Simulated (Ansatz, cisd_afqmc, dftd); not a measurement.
Species: C$_{2}$H$_{4}$O$_{2}$, charge 0, singlet. C2H4O2 (methyl formate, SMILES O(C=O)C).
B3LYP-D3(BJ)/def2-TZVP minimum from Ansatz (a quantum-chemistry and plane-wave program):
```xyz
8

C     -0.9314    -0.0909     0.0015
O     -0.7248    -1.2718    -0.0191
O      0.0010     0.8677     0.0146
H     -1.9259     0.3745     0.0125
C      1.3667     0.4114     0.0025
H      1.9749     1.3108     0.0157
H      1.5676    -0.2028     0.8792
H      1.5619    -0.1729    -0.8956
```
Charge 0, spin multiplicity 1.

Wanted: atomisation energy (electronic, to ground-state atoms), in kcal/mol. UHF or UKS for unpaired electrons; spin-orbit terms are left out. Cores are frozen in correlated methods. Rows without X2C or -DK are non-relativistic. AFQMC/CISD: phaseless, guided by CISD from CCSD amplitudes; bars are statistical, one sigma. Outlying blocks are dropped, and bars are widened where a walk drifts. Over all cases where full CI ran beside it in this data, AFQMC minus full CI had a median of +0.1 mEh and passed +0.4 mEh in a tenth of the cases. CBS(X,Y): correlation extrapolated as X^-3, Hartree-Fock from the larger set. A bracket is a step between two methods taken in the basis named. Functionals run without relativity, which enters their misses. 'core' is core correlation in cc-pwCVTZ, 'X2C' scalar relativity in cc-pVTZ-DK, both at CCSD(T). For partners of very few electrons the exact lower level stands in for a higher one.

```tsv
level	program	atomisation energy (kcal/mol)	difference against the last row
HF/cc-pVDZ	Ansatz	534.3	-253.1
PBE-D3(BJ)/def2-TZVPD	Ansatz + dftd3	812.8	25.4
PBE-D4/def2-TZVPD	Ansatz + dftd4	812.7	25.3
r2SCAN-D3(BJ)/def2-TZVPD	Ansatz + dftd3	788.8	1.4
B3LYP-D3(BJ)/def2-TZVPD	Ansatz + dftd3	785.4	-2.0
PBE0-D4/def2-TZVPD	Ansatz + dftd4	787.3	-0.1
CCSD(T)/cc-pVDZ	Ansatz	723.5	-63.9
AFQMC/CISD/cc-pVTZ	cisd_afqmc	764.1 ± 0.4	-23.3
CCSD(T)/CBS(cc-pVTZ,cc-pVQZ) + [AFQMC/CISD - CCSD(T)]/cc-pVTZ + core + X2C	Ansatz + cisd_afqmc	786.7 ± 0.4	-0.7
CCSD(T)/CBS(cc-pVTZ,cc-pVQZ) + [CCSDT(Q) - CCSD(T)]/cc-pVDZ + core + X2C	Ansatz	787.4	0.0
```
